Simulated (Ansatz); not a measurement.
A made-up structure of CH₃BN (charge +1), closed shell:

B1  (-0.806, -0.345, -0.555)
C2  (0.737, 0.287, -0.427)
N3  (-0.012, 0.019, 0.778)
H4  (-1.919, -0.814, -1.071)
H5  (1.849, 0.733, -0.633)
H6  (0.152, 0.120, 1.907)
(Å)

It is relaxed with PBE-D4/def2-SVP and then PBE0-D4/def2-TZVP (Ansatz 0.2.0). Atoms count as bonded within 1.22 times the sum of their covalent radii (H–H: 0.88 Å). The end point is not checked to be a true minimum.

(1) Does its bonding change? (Judge from chemistry; the calculation decides.)

Results:

(1) By the calculation: No: no bond forms or breaks.

Where it ends: The first stage lowers the energy by 1.41 eV in 7 steps. It ends as CH₃BN ([BH]1[CH][NH]1), total charge +1:
B1  (-0.720, -0.308, -0.496)
C2  (0.658, 0.256, -0.381)
N3  (-0.011, 0.017, 0.695)
H4  (-1.714, -0.727, -0.957)
H5  (1.651, 0.654, -0.565)
H6  (0.136, 0.108, 1.703)
(Å)

Labels in which every atom is bracketed show which atoms are joined, not bond orders.

For scale, one of the runs: PBE0-D4/def2-TZVP relaxation, 111 basis functions, launched by `ansatz run in.yaml --threads 2 --pin off --events-out ev --progress --plain --max-ram 4352MiB`. Hardware: 2 CPU threads of an Arm Neoverse V1, shared host. Wall time about 8 s.
